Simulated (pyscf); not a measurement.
Single points on ωB97X-D3(BJ)/def2-SVP structures (PySCF, gas phase). Correlated levels are frozen-core, on RHF or UHF. ΔMP2 is the change of the MP2 total energy from the triple- to the quadruple-zeta basis.

Problem. What are the homolytic bond dissociation enthalpies (298 K) of HN=SiH₂ at CCSD(T)/def2-TZVPP + ΔMP2(QZVPP), weakest first?

Solution. H–Si to [HN=SiH]• + H•: 81.4 kcal/mol; H–N to [N=SiH₂]• + H•: 109.6 kcal/mol. Ring and multiple bonds, and those that leave no two simple radicals, are not listed. The radicals are drawn with the spin at the cut bond; how far it spreads was not checked. HN=SiH₂ lies 18.2 kcal/mol over its isomer H₂N–SiH: [singlet], and others may lie lower still (electronic energy, ωB97M-D3(BJ)). [N=SiH₂]• lies 28.8 kcal/mol over its isomer [HN=SiH]•, and others may lie lower still (electronic energy, ωB97M-D3(BJ)). Other isomers of [HN=SiH]• were not searched in full and may lie lower. The CCSD(T) − MP2 part came from Ansatz, without density fitting, on the same reference. An open-shell T1 diagnostic exceeds 0.045. A UHF reference is spin-contaminated (<S²> up to 1.21), which harms MP2 most.
